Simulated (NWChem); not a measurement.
All runs are NWChem calculations. System: C (-1), charge -1, spin multiplicity 4. Its SCF solution wasn't tested for a lower state. Level: UHF/def2-TZVPD.

Part of the output:

```
             Northwest Computational Chemistry Package (NWChem) 7.3.0
             --------------------------------------------------------

                                NWChem Input Module
                                -------------------

 Scaling coordinates for geometry "geometry" by  1.889725989
 (inverse scale =  0.529177249)

                             Geometry "geometry" -> ""
                             -------------------------

 Output coordinates in angstroms (scale by  1.889725989 to convert to a.u.)

  No.       Tag          Charge          X              Y              Z
 ---- ---------------- ---------- -------------- -------------- --------------
    1 C                    6.0000     0.00000000     0.00000000     0.00000000

 Effective nuclear repulsion energy (a.u.)       0.0000000000

            Nuclear Dipole moment (a.u.)
            ----------------------------
        X                 Y               Z
 ---------------- ---------------- ----------------
     0.0000000000     0.0000000000     0.0000000000

      Symmetry information
      --------------------

 Group name             D2h
 Group number             26
 Group order               8
 No. of unique centers     1

      Symmetry unique atoms

     1


 Summary of "ao basis" -> "" (spherical)
 ------------------------------------------------------------------------------
       Tag                 Description            Shells   Functions and Types
 ---------------- ------------------------------  ------  ---------------------
 *                         def2-tzvpd                 on all atoms

 Summary of "ao basis" -> "ao basis" (spherical)
 ------------------------------------------------------------------------------
       Tag                 Description            Shells   Functions and Types
 ---------------- ------------------------------  ------  ---------------------
 C                         def2-tzvpd               13       37   6s3p3d1f

                                 NWChem SCF Module
                                 -----------------

  ao basis        = "ao basis"
  functions       =    37
  atoms           =     1
  alpha electrons =     5
  beta  electrons =     2
  charge          =  -1.00
  wavefunction    = UHF
  use symmetry    = T
  symmetry adapt  = T

 Summary of "ao basis" -> "ao basis" (spherical)
 ------------------------------------------------------------------------------
       Tag                 Description            Shells   Functions and Types
 ---------------- ------------------------------  ------  ---------------------
 C                         def2-tzvpd               13       37   6s3p3d1f

      Symmetry analysis of basis
      --------------------------

        ag         12
        au          1
        b1g         3
        b1u         5
        b2g         3
        b2u         5
        b3g         3
        b3u         5

 Forming initial guess at       0.0s

   Symmetry analysis of molecular orbitals - initial alpha
   -------------------------------------------------------

  Numbering of irreducible representations:

     1 ag          2 au          3 b1g         4 b1u         5 b2g
     6 b2u         7 b3g         8 b3u

  Orbital symmetries:

     1 ag          2 ag          3 b2u         4 b1u         5 b3u
     6 ag          7 b2g         8 ag          9 b3g        10 b1g
    11 ag         12 b2u        13 b1u        14 b3u        15 ag

   Symmetry analysis of molecular orbitals - initial beta
   ------------------------------------------------------

  Numbering of irreducible representations:

     1 ag          2 au          3 b1g         4 b1u         5 b2g
     6 b2u         7 b3g         8 b3u

  Orbital symmetries:

     1 ag          2 ag          3 ag          4 b1u         5 b3u
     6 b2u         7 b2g         8 ag          9 b3g        10 b1g
    11 ag         12 b1u        13 b3u        14 b2u        15 ag

 Starting SCF solution at       0.1s

 ----------------------------------------------
         Quadratically convergent UHF

 Convergence threshold     :          1.000E-07
 Maximum no. of iterations :          100
 Integral*density screening:          1.000E-09
[...]
       ----------------------------------------------

  Numbering of irreducible representations:

     1 ag          2 au          3 b1g         4 b1u         5 b2g
     6 b2u         7 b3g         8 b3u

  Orbital symmetries:

     1 ag          2 ag          3 ag          4 b2u         5 b3u
     6 b1u         7 b2g         8 ag          9 b1g        10 b3g
    11 ag         12 ag         13 b2u        14 b3u        15 b1u

          Final alpha eigenvalues
          -----------------------

              1
    1  -10.9469
    2   -0.5100
    3   -0.0667
    4   -0.0667
    5   -0.0667
    6    0.2675
    7    0.4969
    8    0.4969
    9    0.4969
   10    0.4969
   11    0.4969
   12    0.6000
   13    0.6000
   14    0.6000
   15    0.6868

          Final beta eigenvalues
          ----------------------

              1
    1  -10.8959
    2   -0.1877
    3    0.2837
    4    0.4025
    5    0.4025
    6    0.4025
    7    0.5246
    8    0.5246
    9    0.5246
   10    0.5246
   11    0.5246
   12    0.7458
   13    0.7661
   14    0.7661
   15    0.7661

                    UHF Final Alpha Molecular Orbital Analysis
                    ------------------------------------------

 Vector    3  Occ=1.000000D+00  E=-6.666805D-02  Symmetry=b1u
              MO Center= -2.7D-26,  1.1D-25,  6.4D-16, r^2= 1.5D+00
   Bfn.  Coefficient  Atom+Function         Bfn.  Coefficient  Atom+Function
  ----- ------------  ---------------      ----- ------------  ---------------
    15      0.429434  1 C  pz                 9      0.402441  1 C  pz
    12      0.377382  1 C  pz

 Vector    4  Occ=1.000000D+00  E=-6.666805D-02  Symmetry=b3u
              MO Center=  3.4D-16, -2.3D-32, -5.6D-32, r^2= 1.5D+00
   Bfn.  Coefficient  Atom+Function         Bfn.  Coefficient  Atom+Function
  ----- ------------  ---------------      ----- ------------  ---------------
    13      0.429434  1 C  px                 7      0.402441  1 C  px
    10      0.377382  1 C  px

 Vector    5  Occ=1.000000D+00  E=-6.666805D-02  Symmetry=b2u
              MO Center= -2.6D-24, -2.0D-15, -9.2D-24, r^2= 1.5D+00
   Bfn.  Coefficient  Atom+Function         Bfn.  Coefficient  Atom+Function
  ----- ------------  ---------------      ----- ------------  ---------------
    14      0.429434  1 C  py                 8      0.402441  1 C  py
    11      0.377382  1 C  py

 Vector    6  Occ=0.000000D+00  E= 2.674632D-01  Symmetry=ag
              MO Center= -1.2D-19,  1.1D-17, -3.4D-18, r^2= 9.4D+00
   Bfn.  Coefficient  Atom+Function         Bfn.  Coefficient  Atom+Function
  ----- ------------  ---------------      ----- ------------  ---------------
     6     -2.815501  1 C  s                  5      2.772926  1 C  s
     4     -0.716450  1 C  s                  3      0.285524  1 C  s

 Vector    7  Occ=0.000000D+00  E= 4.968882D-01  Symmetry=ag
              MO Center= -1.4D-16, -5.2D-16, -1.2D-16, r^2= 5.7D+00
   Bfn.  Coefficient  Atom+Function         Bfn.  Coefficient  Atom+Function
  ----- ------------  ---------------      ----- ------------  ---------------
    30      0.913494  1 C  d  2              28      0.526056  1 C  d  0

 Vector    8  Occ=0.000000D+00  E= 4.968882D-01  Symmetry=b3g
              MO Center=  3.6D-21,  3.1D-21, -7.0D-19, r^2= 5.7D+00
   Bfn.  Coefficient  Atom+Function         Bfn.  Coefficient  Atom+Function
  ----- ------------  ---------------      ----- ------------  ---------------
    27      1.054138  1 C  d -1

                     UHF Final Beta Molecular Orbital Analysis
                     -----------------------------------------

 Vector    2  Occ=1.000000D+00  E=-1.876636D-01  Symmetry=ag
              MO Center=  1.8D-15,  2.7D-16,  1.2D-15, r^2= 1.2D+00
   Bfn.  Coefficient  Atom+Function         Bfn.  Coefficient  Atom+Function
  ----- ------------  ---------------      ----- ------------  ---------------
     4      0.437231  1 C  s                  3      0.336393  1 C  s
     5      0.255253  1 C  s                  2     -0.215442  1 C  s

 Vector    3  Occ=0.000000D+00  E= 2.837265D-01  Symmetry=ag
              MO Center= -3.2D-17, -4.6D-18, -2.1D-17, r^2= 9.6D+00
   Bfn.  Coefficient  Atom+Function         Bfn.  Coefficient  Atom+Function
  ----- ------------  ---------------      ----- ------------  ---------------
     5      3.087287  1 C  s                  6     -2.953810  1 C  s
     4     -0.834771  1 C  s                  3      0.305344  1 C  s

 Vector    4  Occ=0.000000D+00  E= 4.024955D-01  Symmetry=b2u
              MO Center=  2.4D-32, -2.5D-16,  2.3D-32, r^2= 3.2D+00
   Bfn.  Coefficient  Atom+Function         Bfn.  Coefficient  Atom+Function
  ----- ------------  ---------------      ----- ------------  ---------------
    14      0.955530  1 C  py                 8      0.223856  1 C  py

 Vector    5  Occ=0.000000D+00  E= 4.024955D-01  Symmetry=b3u
              MO Center= -1.7D-15,  1.6D-31,  4.0D-31, r^2= 3.2D+00
   Bfn.  Coefficient  Atom+Function         Bfn.  Coefficient  Atom+Function
  ----- ------------  ---------------      ----- ------------  ---------------
    13      0.955530  1 C  px                 7      0.223856  1 C  px

 center of mass
 --------------
 x =   0.00000000 y =   0.00000000 z =   0.00000000

 moments of inertia (a.u.)
 ------------------
           0.000000000000           0.000000000000           0.000000000000
           0.000000000000           0.000000000000           0.000000000000
           0.000000000000           0.000000000000           0.000000000000

  Mulliken analysis of the total density
  --------------------------------------

    Atom       Charge   Shell Charges
 -----------   ------   -------------------------------------------------------
    1 C    6     7.00   0.86  1.12  0.58  0.90  0.44  0.11  0.90  1.06  1.03  0.00  0.00  0.00  0.00

  Mulliken analysis of the alpha density
  --------------------------------------

    Atom       Charge   Shell Charges
 -----------   ------   -------------------------------------------------------
    1 C    6     5.00   0.43  0.56  0.32  0.48  0.20  0.01  0.90  1.06  1.03  0.00  0.00 -0.00  0.00

   Mulliken analysis of the beta density
   -------------------------------------

    Atom       Charge   Shell Charges
 -----------   ------   -------------------------------------------------------
    1 C    6     2.00   0.43  0.56  0.27  0.42  0.23  0.10  0.00  0.00  0.00  0.00  0.00  0.00  0.00

   Mulliken analysis of the spin density
   -------------------------------------

    Atom       Charge   Shell Charges
 -----------   ------   -------------------------------------------------------
    1 C    6     3.00   0.00 -0.00  0.05  0.06 -0.03 -0.08  0.90  1.06  1.03  0.00 -0.00 -0.00  0.00

       Multipole analysis of the density wrt the origin
       ------------------------------------------------

     L   x y z        total         alpha         beta         nuclear
     -   - - -        -----         -----         ----         -------
     0   0 0 0     -1.000000     -5.000000     -2.000000      6.000000

     1   1 0 0     -0.000000      0.000000     -0.000000      0.000000
     1   0 1 0     -0.000000      0.000000     -0.000000      0.000000
     1   0 0 1     -0.000000     -0.000000     -0.000000      0.000000

     2   2 0 0     -7.759412     -6.342268     -1.417144      0.000000
     2   1 1 0      0.000000     -0.000000      0.000000      0.000000
     2   1 0 1      0.000000      0.000000      0.000000      0.000000
     2   0 2 0     -7.759412     -6.342268     -1.417144      0.000000
     2   0 1 1     -0.000000     -0.000000      0.000000      0.000000
     2   0 0 2     -7.759412     -6.342268     -1.417144      0.000000

 Task  times  cpu:        0.2s     wall:        0.2s

 Total times  cpu:        0.2s     wall:        0.2s
```

Task: Write an NWChem input that would produce this output.

Result: One answer among several that fit: 
```
start mol
memory heap 200 mb stack 900 mb global 1100 mb
charge -1
geometry units angstroms nocenter noautoz
  C      0.000000     0.000000     0.000000
  symmetry group D2h
end
basis spherical
  * library def2-tzvpd
end
scf
  uhf
  nopen 3
  maxiter 100
  thresh 1e-7
  semidirect memsize 60000000 filesize 0
  # guess.movecs holds the orbitals of an unrestricted PBE0 run
  vectors input guess.movecs output mol.movecs
end
task scf energy
```
